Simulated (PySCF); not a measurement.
**Relaxation of singlet CS₂**

Computed with PySCF, wB97X, basis C def2-TZVP, S def2-TZVP (no relativity, density fitting). A (50,194) grid was used.

A hand-made bent start, of C2v symmetry, held to at least that symmetry:

```xyz
3
charge 0 multiplicity 1, angstrom
C     0.0000    0.0000   -0.7776
S     1.3188    0.0000    0.1459
S    -1.3188    0.0000    0.1459
```

Optimiser trace:
| step | E − E(last) (kJ/mol) | largest gradient (Eh/bohr) |
| --- | --- | --- |
| 0 | 357.53 | 0.13652 |
| 1 | 131.68 | 0.09549 |
| 2 | 34.19 | 0.04598 |
| 3 | 5.11 | 0.01786 |
| 4 | 0.22 | 0.00330 |
| 5 | 0.01 | 0.00110 |
| 6 | 0.00 | 0.00037 |
| 7 | 0.00 | 0.00000 |

It ends at D∞h with C–S 1.545 Å (×2); S–C–S 180.0°. No frequency check is given, so it may be a saddle point. Other isomers or separated fragments may lie lower.

Final geometry:
Z-matrix (Å, degrees; charge 0 multiplicity 1):
```
C
S  1 1.5448
S  1 1.5448 2 180.00
```

The relaxation took 6.3 s on 4 threads of a shared Intel Xeon 6975P-C (Granite Rapids) host, with 105 basis functions and 8 gradients; the process peaked at 0.94 GiB. Launch command: `OMP_NUM_THREADS=4 python axn.py task.json out`.
